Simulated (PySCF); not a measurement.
The numbers below are computed, except where a source is named.
A vibrational averaging run on 4-chloro-1-butene, C4H7Cl, SMILES C=CCCCl. A sound run at B3LYP/pcSseg-1 gave B0 = 18980, 1395, 1381 MHz, harmonic ZPE 21857 cm⁻¹, lowest mode 88 cm⁻¹ and averaged shieldings 49.50, 31.55, 130.04, 121.62, 786.26, 25.73, 25.61, 25.22, 28.59, 28.35, 27.62, 27.47 ppm.

Input of the run in question:

```
{"job": {"xc": "B3LYP", "basis": "pcSseg-1", "grid": 0, "temperatures": [200, 500], "kind": "iso"}, "charge": 0, "multiplicity": 1}
C      1.727153     1.064358    -0.323804
C      0.968552     0.157867     0.290169
C     -0.525411     0.204027     0.375472
C     -1.170648    -1.018020    -0.245524
Cl    -2.986184    -0.988630    -0.025179
H      2.811863     0.984384    -0.341633
H      1.289481     1.934373    -0.815647
H      1.456375    -0.692923     0.775876
H     -0.903856     1.109754    -0.114561
H     -0.834060     0.264463     1.430003
H     -0.997432    -1.072049    -1.323263
H     -0.831040    -1.950346     0.213984
```

Command: OMP_NUM_THREADS=1 python ens_run.py task.json out

Output:

```
parent
  Be/MHz 19664.23 1402.924 1380.924
  B0/MHz 18819.286 1399.506 1384.587
  ZPE/cm-1 21875.8
  <sigma>(0 K)/ppm 49.273 31.622 130.793 121.347 781.806 25.710 25.592 25.221 28.575 28.342 27.607 27.441
2H at atom 8
  Be/MHz 18467.024 1401.298 1373.236
  B0/MHz 17750.981 1397.661 1375.531
  ZPE/cm-1 21150.9
  <sigma>(0 K)/ppm 49.327 31.616 131.172 121.469 782.250 25.712 25.592 25.225 28.694 28.359 27.611 27.445
```

Question: What is doubtful here, and how much did it matter?

Answer: The setting at fault: integration grid far too coarse. The isotope effects on the shieldings at 0 K read 54, -5, 379, 121, 444, 2, 0, 4, 119, 17, 4, 4 ppb against 54, 29, 412, 72, 321, 1, 2, 2, 129, 19, 6, 5 ppb in the sound run, and B0 − Be of the smallest constant 3.66 against -9.6 MHz.
